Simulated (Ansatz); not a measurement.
CH3 (SMILES [CH3]) moved off its minimum; all values from Ansatz (a program for electronic structure), cores frozen in correlated methods. Open shells are unrestricted.
(charge 0, multiplicity 2)
```xyz
4

C     -0.15896     0.06399     0.22397
H      0.96352    -0.15046     0.08190
H     -0.63639    -0.72695    -0.11954
H     -0.46098     1.03476    -0.01475
```

Forces at B3LYP/def2-TZVPP (eV/Å):

```json
[
 {"atom": "C1", "Fx": "5.093", "Fy": "1.363", "Fz": "0.456"},
 {"atom": "H2", "Fx": "-1.582", "Fy": "0.722", "Fz": "0.720"},
 {"atom": "H3", "Fx": "-2.897", "Fy": "-3.384", "Fz": "-1.161"},
 {"atom": "H4", "Fx": "-0.614", "Fy": "1.298", "Fz": "-0.014"}
]
```

Problem. Give the forces (eV/Å), the total energy and the dipole at CCSD(T)/aug-cc-pVTZ.

Solution. 
```
atom      Fx      Fy      Fz
----  ------  ------  ------
C1     5.153   1.376   0.551
H2    -1.557   0.728   0.709
H3    -2.960  -3.455  -1.213
H4    -0.635   1.350  -0.048
```
Energy -39.7465 hartree, dipole 0.47 D.
